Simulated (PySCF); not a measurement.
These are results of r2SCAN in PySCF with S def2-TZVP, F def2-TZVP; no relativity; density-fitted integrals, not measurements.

```xyz
3
charge 0 multiplicity 1, angstrom
S     0.0000    0.0000   -0.5663
F     1.2149    0.0000    0.4773
F    -1.2149    0.0000    0.4773
```

SF₂ (singlet), along the line from S1 (at 0) through F2 (at 1.602 Å).

Question: Tabulate the fields along this line at -0.56, -0.48, -0.40, -0.32, -0.24, -0.16, -0.08, 0.08, 0.16, 0.24, 0.32, 0.40, 0.48, 0.56, 0.64, 0.72, 0.80, 0.88, 0.96, 1.04, 1.12, 1.20, 1.28, 1.36, 1.44, 1.52, 1.68, 1.76, 1.84, 1.92, 2.00, 2.08, 2.16, 2.24, 2.32, 2.40, 2.48, 2.56 Å.

Answer: 
| distance (Å) | electron density (e/Å³) | electron localisation function | electrostatic potential (V) |
| --- | --- | --- | --- |
| -0.56 | 1.2 | 0.107 | 61.7 |
| -0.48 | 1.83 | 0.0704 | 86 |
| -0.40 | 4.18 | 0.229 | 123 |
| -0.32 | 12.7 | 0.712 | 185 |
| -0.24 | 39.1 | 0.866 | 310 |
| -0.16 | 101 | 0.764 | 630 |
| -0.08 | 283 | 0.237 | 1820 |
| 0.08 | 282 | 0.238 | 1820 |
| 0.16 | 99.6 | 0.753 | 632 |
| 0.24 | 38.8 | 0.862 | 312 |
| 0.32 | 12.8 | 0.72 | 187 |
| 0.40 | 4.31 | 0.248 | 125 |
| 0.48 | 1.97 | 0.0766 | 87.7 |
| 0.56 | 1.41 | 0.122 | 63.5 |
| 0.64 | 1.32 | 0.338 | 46.9 |
| 0.72 | 1.36 | 0.585 | 35.7 |
| 0.80 | 1.48 | 0.699 | 28.5 |
| 0.88 | 1.73 | 0.746 | 24.9 |
| 0.96 | 2.16 | 0.773 | 25.1 |
| 1.04 | 2.88 | 0.784 | 30.1 |
| 1.12 | 3.98 | 0.772 | 42.3 |
| 1.20 | 5.58 | 0.714 | 66.2 |
| 1.28 | 7.68 | 0.537 | 112 |
| 1.36 | 10.4 | 0.182 | 201 |
| 1.44 | 23.8 | 0.135 | 402 |
| 1.52 | 212 | 0.982 | 1080 |
| 1.68 | 209 | 0.977 | 1080 |
| 1.76 | 24.4 | 0.129 | 398 |
| 1.84 | 11.4 | 0.25 | 196 |
| 1.92 | 8.21 | 0.64 | 106 |
| 2.00 | 5.56 | 0.778 | 59.5 |
| 2.08 | 3.58 | 0.812 | 34.5 |
| 2.16 | 2.23 | 0.807 | 20.3 |
| 2.24 | 1.37 | 0.78 | 12.2 |
| 2.32 | 0.839 | 0.735 | 7.37 |
| 2.40 | 0.518 | 0.671 | 4.46 |
| 2.48 | 0.324 | 0.589 | 2.69 |
| 2.56 | 0.205 | 0.496 | 1.58 |

On a grid of 0.08 Å the density has a local minimum along the bond near 0.64 Å from S, at 1.32 e/Å³, where the ELF is 0.34.
